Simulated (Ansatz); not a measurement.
# CH6Si: the cost of one run

Program: the Python package of Ansatz 0.2.0. The levels of theory stand in the script. These are calculated values, not measurements.

## Step 1: Starting point

Bond lengths: C1–Si2 1.813 Å, C1–H3 1.175 Å, C1–H4 1.087 Å, C1–H5 1.126 Å, Si2–H6 1.494 Å, Si2–H7 1.516 Å, Si2–H8 1.455 Å. Angles: C1–Si2–H6 111.9°, C1–Si2–H7 109.0°, C1–Si2–H8 110.0°, H6–Si2–H7 108.2°, H6–Si2–H8 110.2°, H7–Si2–H8 107.3°, Si2–C1–H3 111.0°, Si2–C1–H4 114.6°, Si2–C1–H5 112.4°, H3–C1–H4 110.6°, H3–C1–H5 102.0°, H4–C1–H5 105.4°.

No structure file is read: the coordinates are typed or built in the script.

## Step 2: The script

basis_ch6si.py reads:

```python
# -*- coding: utf-8 -*-
'''Basis-set convergence for CH6Si.'''

import ansatz as az
from ase import Atoms


def main():
    atoms = Atoms(['C', 'Si', 'H', 'H', 'H', 'H', 'H', 'H'], positions=[
        (-0.1401, 0.1892, -0.9112),
        (0.1526, -0.2268, 0.8291),
        (-1.2832, 0.1198, -1.1746),
        (0.452, -0.3854, -1.6191),
        (0.0869, 1.2679, -1.1388),
        (-0.6212, 0.6576, 1.7513),
        (1.6277, -0.0579, 1.136),
        (-0.1827, -1.6214, 1.0714),
    ])
    system = az.Crystal.molecule_from_ase(atoms)

    model = system.calculation().functional('pbe0')

    energies = {}
    for basis in ['cc-pVDZ', 'cc-pVTZ']:
        data = model.basis(gaussian=basis).run(threads=1).report
        size = data['n_frozen'] + data['n_occupied'][0] + data['n_virtual'][0]
        energies[basis] = (data['reference_energy_ev'] / 27.211386246, data['free_energy_ev'] / 27.211386246)
        print(f'{basis:14s} {size:4d} orbitals  reference {energies[basis][0]:14.6f} Ha  total {energies[basis][1]:14.6f} Ha')

    last = energies['cc-pVTZ'][1]
    for basis, (_, total) in energies.items():
        print(f'{basis:14s} lies {27.211386 * (total - last):9.4f} eV above cc-pVTZ')


if __name__ == '__main__':
    main()
```

## Step 3: The calls as engine input

The engine receives this input (first run):

```yaml
crystal:
  periodic: [false, false, false]
  atoms:
    - { symbol: C, position_ang: [-0.1401, 0.1892, -0.9112] }
    - { symbol: Si, position_ang: [0.1526, -0.2268, 0.8291] }
    - { symbol: H, position_ang: [-1.2832, 0.1198, -1.1746] }
    - { symbol: H, position_ang: [0.452, -0.3854, -1.6191] }
    - { symbol: H, position_ang: [0.0869, 1.2679, -1.1388] }
    - { symbol: H, position_ang: [-0.6212, 0.6576, 1.7513] }
    - { symbol: H, position_ang: [1.6277, -0.0579, 1.136] }
    - { symbol: H, position_ang: [-0.1827, -1.6214, 1.0714] }
basis:
  gaussian:
    orbitals: cc-pVDZ
hamiltonian:
  xc: pbe0
```

## Step 4: The run

The run is started by

```bash
$ python basis_ch6si.py
```

What time and memory should one allow on 1 thread of Arm Neoverse V1, shared host?

About 4.4 s, with a peak of 0.27 GiB.
